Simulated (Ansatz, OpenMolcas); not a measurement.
## From OpenMolcas to Ansatz

OpenMolcas 26.06 runs this on AlHCl2 (SMILES [H][Al]([Cl])[Cl]):

test.input:
```
>>> EXPORT MOLCAS_PRINT=2

&GATEWAY
 BasLib
 $CurrDir
 Coord
 4
 angstrom
 Al      -1.057513      -0.029692      -0.007770
 Cl       1.971850      -0.182600       0.014280
 Cl      -2.105443       1.700858      -0.023180
 H       -1.838173      -1.335662      -0.005370
 Basis
 STO-3G
 Group
 NoSym

&SEWARD
 GridInput
 Grid=UltraFine
 End of Grid

&SCF
 UHF
 KSDFT
 PBE
 Thresholds
 1e-10 1e-07 1e-07 1e-05
 Scramble
 0.25
 PrOrbitals
 1 1
```

```bash
$ export MOLCAS_MEM=1860
$ pymolcas test.input > test.log
```

(Basis files named in the input come from the Basis Set Exchange and aren't shown.)

The Al1–Cl2 distance was set to 3.033 Å, away from the relaxed value.

It gives a total energy of -1149.958782 Eh.

Problem. Translate the job to Ansatz 0.2.0 as an input file of the program's own.

Solution. This input was run:

molecule.yaml:
```yaml
basis:
  gaussian: {orbitals: STO-3G}
crystal:
  periodic: [false, false, false]
  atoms:
    - {symbol: Al, position_ang: [-1.057513, -0.029692, -0.007770]}
    - {symbol: Cl, position_ang: [1.971850, -0.182600, 0.014280]}
    - {symbol: Cl, position_ang: [-2.105443, 1.700858, -0.023180]}
    - {symbol: H, position_ang: [-1.838173, -1.335662, -0.005370]}
magnetization: {spin_polarized: true, initial_magnetization: 0}
hamiltonian: {xc: {name: PBE}}
accuracy: high
```

```bash
$ ansatz run molecule.yaml --threads 1 --pin off --max-ram 2610MiB --events-out events.jsonl --progress --plain --runs-dir runs
```

Its energy is -1149.958784 Eh, 0.002 mEh from the first.
